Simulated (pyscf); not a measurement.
Single points on ωB97X-D3(BJ)/def2-SVP structures (PySCF, gas phase). Correlated levels are frozen-core, on RHF or UHF. ΔMP2 is the change of the MP2 total energy from the triple- to the quadruple-zeta basis.

Task: Estimate the classical barrier height and the reaction energy of CH₄ + H₂Al–Cl -> H₃C–AlH₂ + HCl at CCSD(T)/def2-TZVPP + ΔMP2(QZVPP). The step runs on the singlet surface, breaks C–H, Al–Cl and forms Al–C, Cl–H; take the separated reactants as zero.

Result: ΔE‡ = 43.9 kcal/mol, ΔE = +41.9 kcal/mol. Zero-point energy shifts the barrier by -1.8 kcal/mol. It is a four-centre exchange, with an imaginary mode of 732i cm⁻¹. On the reactant side the descent ends in a complex (not fully relaxed), 4.0 kcal/mol under the separated species and 46.0 kcal/mol under the saddle at ωB97X-D3(BJ)/def2-TZVP. On the product side the descent ends in an adduct with a Al–Cl contact, 8.6 kcal/mol under the separated species and 7.1 kcal/mol under the saddle at ωB97X-D3(BJ)/def2-TZVP. What is counted as broken (Al–Cl) persists as a longer contact in the product adduct; parting that adduct is a step of its own. One saddle was located; it need not be the lowest between these sides. The CCSD(T) − MP2 part came from Ansatz, without density fitting, on the same reference.
